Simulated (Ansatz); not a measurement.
Ansatz (a first-principles code) input file for Si₂, SMILES [Si]=[Si] (connectivity only; charge and spin as stated), neutral, multiplicity 3, PBE/def2-TZVPD. Geometry: PBE0-D3(BJ)/def2-TZVPD.

Ansatz 0.2 input:
```yaml
crystal:
  periodic: [false, false, false]
  atoms:
    - {symbol: Si, position_ang: [0.00000000, 0.00000000, -1.12628203]}
    - {symbol: Si, position_ang: [0.00000000, 0.00000000, 1.12628203]}
basis:
  gaussian:
    orbitals: def2-TZVPD
hamiltonian:
  xc: {name: PBE}
magnetization: {spin_polarized: true, initial_magnetization: 2}
```

Output:

```
WARN ansatz: RAYON_NUM_THREADS=1 ignored (pool sized by the plan → 1); use --threads N
Functional definition: PBE
integrals: 0.02 GiB planned
550 factors; their error is unknown
mean field: 0.21 GiB planned
mean field evaluation 1: about -15743.2352 eV, gradient 8.4e0 eV
mean field evaluation 2: about -15743.4075 eV, gradient 7.7e0 eV
mean field evaluation 4: about -15743.8641 eV, gradient 1.5e-1 eV
mean field evaluation 8: about -15743.8593 eV, gradient 1.5e-3 eV
mean field evaluation 16: about -15743.5166 eV, gradient 4.4e0 eV
mean field evaluation 32: about -15743.8074 eV, gradient 9.5e-1 eV
mean field -15743.85928859 eV, -578.5761572845 hartree, gradient 6.6e-6 eV, S^2 2.006828; 5 other end points of the search recorded, 0 dependent functions left out
reference -15743.85931910 eV, -578.5761584059 hartree; 15, 13 occupied and 71, 73 virtual orbitals, 550 factors
Total energy: -15743.85931910 eV, -578.5761584059 hartree
```

The calculation finished and met its thresholds.
